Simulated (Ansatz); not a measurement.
# ClF2H: the cost of one run

Computed with Ansatz 0.2.0, Gaussian basis. Level: RKS PBE-D4/def2-SVP.

Levels: PBE-D4, revPBE-D4, BLYP-D4, r2SCAN-D4, B97M-V, PBE0-D4, B3LYP-D4, HSE06-D4, wB97X-V, wB97M-V, B2PLYP, Hartree-Fock, MP2, CCSD, CCSD(T). The reference is CCSD(T) extrapolated to the basis limit.

Cores are frozen in the correlated methods. B3LYP uses VWN-RPA correlation. B2PLYP carries no dispersion term here.

176 further runs of the same task are left out: 176 set aside as unsound or not needed.

**1. Where the work starts**

The pair, from a GFN2-xTB docking trial: 4 atoms, charge 0, spin multiplicity 1.

Atoms are counted from 1 here; the program's logs count them from 0.

Bond lengths: Cl1–H2 1.277 Å, F3–F4 1.406 Å.

Coordinates:

```
Cl   -0.58490   -0.19430   -1.80390
H     0.59880    0.19740   -1.52970
F     0.65850    0.19320    1.78230
F    -0.67240   -0.19630    1.55140
```

Atoms 1 to 2 are fragment A (HCl), the rest fragment B (F2).

**2. A first relaxation in a small basis**

pre/in.yaml reads:

```yaml
crystal:
  periodic: [false, false, false]
  atoms:
    - {symbol: Cl, position_ang: [-0.584900, -0.194300, -1.803900]}
    - {symbol: H, position_ang: [0.598800, 0.197400, -1.529700]}
    - {symbol: F, position_ang: [0.658500, 0.193200, 1.782300]}
    - {symbol: F, position_ang: [-0.672400, -0.196300, 1.551400]}
basis:
  gaussian: {orbitals: def2-SVP}
hamiltonian: {xc: pbe, dispersion: d4}
relax: {f_tol: 0.03, max_steps: 250}
```

Started as:

```
$ ansatz run in.yaml --threads 2 --pin off --events-out ev --progress --plain --max-ram 5222MiB
```

**Question.** How long does this run take on 2 threads of Arm Neoverse V1, shared host?

About 7.5 s.
